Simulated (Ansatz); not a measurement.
Basis-set extrapolation for AlClH2, SMILES `[AlH2][Cl]` (PBE0-D4/def2-TZVP geometry, frozen core, the Gaussian-basis code of Ansatz). Multiplicity 1, RHF reference.

```csv
,def2-TZVPP,def2-QZVPP
HF,-702.662590,-702.682685
MP2 correlation,-0.271026,-0.297349
CCSD(T) correlation,-0.313491,-0.339467
```

Energies in hartree. Use E(X) = E(∞) + A·exp(−7.88·√X) for Hartree–Fock and E(X) = E(∞) + B·X^(−2.97) for correlation, with X = 3 and 4.

Question: What is the CCSD(T) energy at the basis-set limit?

Answer: HF limit: -702.682685 + (-0.020095) × 0.13774 = -702.68545. Correlation limit: -0.339467 + (-0.025976) × 0.74074 = -0.35871. Total: -703.04416 hartree, 178.7 kJ/mol below CCSD(T)/def2-TZVPP.
